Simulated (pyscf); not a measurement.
Structures and frequencies: ωB97X-D3(BJ)/def2-SVP in PySCF.

Task: For the elementary gas-phase step `[NH2][Sb]([OH])[OH]` + `[OH2]` → `[OH][Sb]([OH])[OH]` + `[NH3]` (singlet surface; N–Sb, H–O broken, O–Sb, H–N formed), what barrier and reaction energy does ωB97M-D3(BJ)/def2-TZVP give, measured from the separated reactants?

Result: ΔE‡ = 23.3 kJ/mol, ΔE = -36.1 kJ/mol. Zero-point energy shifts the barrier by +2.3 kJ/mol. It is a four-centre exchange, with an imaginary mode of 975i cm⁻¹. On the reactant side the descent ends in a bound adduct, 38.2 kJ/mol under the separated species and 57.4 kJ/mol under the saddle at ωB97X-D3(BJ)/def2-TZVP. On the product side the descent ends in an adduct with a N–Sb contact, 53.2 kJ/mol under the separated species and 106.8 kJ/mol under the saddle at ωB97X-D3(BJ)/def2-TZVP. What is counted as broken (N–Sb) persists as a longer contact in the product adduct; parting that adduct is a step of its own. One saddle was located; it need not be the lowest between these sides. Elements past Kr carry the def2 core potentials, without spin-orbit coupling.
